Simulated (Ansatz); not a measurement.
# NH3S (triplet): wave-function methods side by side at distance N1–H4 along a hydrogen transfer = 1.255 Å, cc-pVDZ

How much of the correlation energy of NH3S (triplet) does each wave-function method recover here?

Program: Ansatz 0.2.0, Gaussian basis. Level of theory: cc-pVDZ, core rule «outside noble gas», up to 6 orbitals frozen. These are calculated values, not measurements.

To be run: UHF; CCSD(T) on ROHF; CCSD(T) on UHF; BCCD(T) on ROHF; CISD; CCSDT(Q) on ROHF; CCSDT(Q) on UHF; CASSCF and MRCISD+Q, 4 electrons in 4 orbitals; CASSCF and NEVPT2, 4 electrons in 4 orbitals; CASSCF and NEVPT2, 14 electrons in 11 orbitals.

7 further runs of the same task are left out: 7 that didn't finish.

## 1. The geometry

The geometry derives from fragments relaxed apart (PBE0/def2-TZVP) and kept rigid, so it is no stationary point. A hydrogen atom is moved between rigid fragments.

5 atoms, charge 0, spin multiplicity 3.

Atoms are counted from 1 here; the program's logs count them from 0.

Bond lengths: N1–H2 1.012 Å, N1–H3 1.012 Å, N1–H4 1.255 Å, H4–S5 1.477 Å. Angles: H2–N1–H3 107.1°, H2–N1–H4 107.1°, H3–N1–H4 107.1°, N1–H4–S5 180.0°.

## 2. UHF

in.yaml reads:

```yaml
crystal:
  periodic: [false, false, false]
  atoms:
    - {symbol: N, position_ang: [-1.797868, -0.011611, -0.018072]}
    - {symbol: H, position_ang: [-2.095148, 0.956222, -0.018071]}
    - {symbol: H, position_ang: [-2.095147, -0.413910, 0.862188]}
    - {symbol: H, position_ang: [-0.542868, -0.011611, -0.018072]}
    - {symbol: S, position_ang: [0.934132, -0.011610, -0.018072]}
basis:
  gaussian: {orbitals: cc-pVDZ}
magnetization: {spin_polarized: true, initial_magnetization: 2}
hamiltonian: {xc: hf}
output: {orbitals: {seedname: orbitals}}
```

Run with:

```sh
ansatz run in.yaml --threads 1 --pin off --events-out ev --progress --plain --max-ram 2393MiB
```

Further steps of the session: CCSD(T) on ROHF; CCSD(T) on UHF; BCCD(T) on ROHF; CISD; CCSDT(Q) on ROHF; CCSDT(Q) on UHF; CASSCF and MRCISD+Q, 4 electrons in 4 orbitals; CASSCF and NEVPT2, 4 electrons in 4 orbitals; CASSCF and NEVPT2, 14 electrons in 11 orbitals.

**Question.** What will the summary of the whole plan be? Wanted: UCCSDT(Q) below the RHF energy; RMP2 from UCCSDT(Q); UMP2 from UCCSDT(Q); RCCSD from UCCSDT(Q); RCCSD(T) from UCCSDT(Q); UCCSD(T) from UCCSDT(Q); RCCSDT(Q) from UCCSDT(Q); NEVPT2 pair from UCCSDT(Q); MRCISD+Q pair from UCCSDT(Q).

**Answer**, as computed:

| quantity | value |
| --- | --- |
| UCCSDT(Q) below the RHF energy | -9.3130 eV |
| RMP2 from UCCSDT(Q) | +27.27 kcal/mol |
| UMP2 from UCCSDT(Q) | +29.21 kcal/mol |
| RCCSD from UCCSDT(Q) | +6.13 kcal/mol |
| RCCSD(T) from UCCSDT(Q) | +0.99 kcal/mol |
| UCCSD(T) from UCCSDT(Q) | +0.99 kcal/mol |
| RCCSDT(Q) from UCCSDT(Q) | +0.01 kcal/mol |
| NEVPT2 pair from UCCSDT(Q) | +26.18 kcal/mol |
| MRCISD+Q pair from UCCSDT(Q) | +2.76 kcal/mol |
| NEVPT2 valence from UCCSDT(Q) | +32.68 kcal/mol |
| levels within 1 kcal/mol (43 meV) | RCCSD(T), UCCSD(T), BCCD(T), RCCSDT, UCCSDT, RCCSDT(Q) |
| T1 diagnostic | 0.033 |
| effectively unpaired electrons | 2.02 |

What this shows: RCCSD(T) misses by +0.99 kcal/mol, 0.5 % of the correlation energy. One determinant dominates. Of the multireference levels listed MRCISD+Q pair comes nearest in total energy (+2.76 kcal/mol), which doesn't show that its space is the better one. These misses are within one basis, not against nature; the frozen cores of restricted and unrestricted runs differ, which can shift their rows.
